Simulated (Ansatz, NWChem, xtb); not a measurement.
## C2H3Al (SMILES [H][Al]([H])[C]#C): the dipole moment, rung by rung

C2H3Al: 6 atoms, total charge 0, spin state singlet. As SMILES, `[H][Al]([H])[C]#C`. Geometry: a GFN2-xTB relaxation, a rough one for these elements and not checked as a minimum.

```jsonl
{"atom": "Al", "x (Å)": "0.6367", "y (Å)": "1.1041", "z (Å)": "0.0083"}
{"atom": "H", "x (Å)": "2.1846", "y (Å)": "1.1684", "z (Å)": "0.0552"}
{"atom": "H", "x (Å)": "-0.0743", "y (Å)": "2.4816", "z (Å)": "-0.0254"}
{"atom": "C", "x (Å)": "-0.3372", "y (Å)": "-0.5779", "z (Å)": "-0.0070"}
{"atom": "C", "x (Å)": "-0.9425", "y (Å)": "-1.6299", "z (Å)": "-0.0126"}
{"atom": "H", "x (Å)": "-1.4673", "y (Å)": "-2.5463", "z (Å)": "-0.0184"}
```

Each level gives the dipole moment (D). The values are calculated.

| level | kind | program | value (D) |
| --- | --- | --- | --- |
| GFN2-xTB | semi-empirical | xtb | 1.16 |
| GFN0-xTB | semi-empirical | xtb | 1.85 |
| HF/STO-3G | Hartree–Fock | Ansatz | 0.59 |
| HF/3-21G | Hartree–Fock | Ansatz | 0.77 |
| HF/def2-SVP | Hartree–Fock | Ansatz | 0.79 |
| SVWN5/cc-pVDZ | LDA | Ansatz | 0.67 |
| BLYP/cc-pVDZ | GGA | Ansatz | 0.71 |
| UHCTH/93/jorge-TZP-DKH (DKH3) | GGA | NWChem | 0.64 |
| B3LYP/6-31G* (spherical functions) | global hybrid | Ansatz | 0.83 |
| B3LYP/6-31G* (Cartesian functions) | global hybrid | Ansatz | 0.83 |

The values span 0.59 to 1.85 D. Magnitudes only. Sets without polarisation functions give poor dipoles.
